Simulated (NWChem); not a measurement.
# dimethylamine (C$_{2}$H$_{7}$N); SMILES CNC

Program: NWChem. All runs use the structure optimised with PBE0/def2-SVP. Level: PBE0/def2-SVP with SMD (1 M gas to 1 M solution), gas-phase geometry.

For solvent water:

| Item | Value |
|---|---|
| cavity-dispersion-structure term (kcal/mol) | 0.3 |
| dipole in solution (D) | 1.18 |

### Question
Estimate the same quantities for solvent n-hexane.

### Answer
The cavity-dispersion-structure term (kcal/mol) is -0.7 and the dipole in solution (D) is 1.02.
